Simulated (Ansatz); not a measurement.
C$_{2}$H$_{7}$NOS, SMILES `NCSCO` at its PBE0-D4/def2-TZVP geometry, where that method's forces vanish. Total charge 0; spin multiplicity 1.

```xyz
12

N     1.6016    1.2382   -1.2082
C     0.3721    0.7957   -0.6294
S     0.6013   -0.2136    0.8932
C    -1.0949   -0.7717    1.1445
O    -1.5621   -1.6638    0.1708
H     2.1299    1.8167   -0.5681
H     2.1854    0.4582   -1.4807
H    -0.2419    1.6596   -0.3670
H    -0.1800    0.1844   -1.3433
H    -1.1116   -1.2029    2.1522
H    -1.7696    0.0863    1.1266
H    -0.9305   -2.3873    0.1092
```

Q: What forces (eV/Å) does PBE-D4/def2-TZVPP give on these atoms in Ansatz? (An estimate is asked.)

A: The calculation gave: 
```
N1  -0.111  0.189 -0.287
C2  -0.043  0.053 -0.079
S3   0.363 -0.086  0.304
C4   0.039  0.081  0.200
O5  -0.563  0.003 -0.386
H6   0.199  0.194  0.211
H7   0.218 -0.258 -0.095
H8  -0.142  0.185  0.057
H9  -0.124 -0.129 -0.153
H10  0.004 -0.067  0.253
H11 -0.162  0.190 -0.002
H12  0.321 -0.357 -0.023
```
